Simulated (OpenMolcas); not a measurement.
# How basis sets differ on Si2NH6 (SMILES N[SiH][SiH3])

The species is Si2NH6 (9 atoms), meant as a doublet with charge 0. SMILES: `N[SiH][SiH3]`. Geometry: relaxed at PBE0-D4/def2-TZVP. This is one conformer, not always the lowest.

```jsonl
{"atom": "N", "x (Å)": "-0.8001", "y (Å)": "0.8403", "z (Å)": "-1.4013"}
{"atom": "Si", "x (Å)": "-0.4126", "y (Å)": "0.9021", "z (Å)": "0.2789"}
{"atom": "Si", "x (Å)": "0.6278", "y (Å)": "-1.0770", "z (Å)": "0.9625"}
{"atom": "H", "x (Å)": "-1.3567", "y (Å)": "0.0899", "z (Å)": "-1.7777"}
{"atom": "H", "x (Å)": "-0.9209", "y (Å)": "1.6893", "z (Å)": "-1.9300"}
{"atom": "H", "x (Å)": "0.4616", "y (Å)": "2.1021", "z (Å)": "0.4482"}
{"atom": "H", "x (Å)": "1.9385", "y (Å)": "-1.3539", "z (Å)": "0.3072"}
{"atom": "H", "x (Å)": "-0.2824", "y (Å)": "-2.2170", "z (Å)": "0.6598"}
{"atom": "H", "x (Å)": "0.8333", "y (Å)": "-1.0219", "z (Å)": "2.4353"}
```

Each level gives the dipole moment (D). The values are calculated.

| level | kind | program | value (D) |
| --- | --- | --- | --- |
| ROHF/ANO-R0 (sfX2C) | Hartree–Fock | OpenMolcas | 3.47 |
| UHF/STO-3G | Hartree–Fock | OpenMolcas | 1.39 |
| UHF/3-21G | Hartree–Fock | OpenMolcas | 1.82 |
| UHF/6-311+G** | Hartree–Fock | OpenMolcas | 1.42 |

The values span 1.39 to 3.47 D. Magnitudes only. Sets without polarisation functions give poor dipoles.
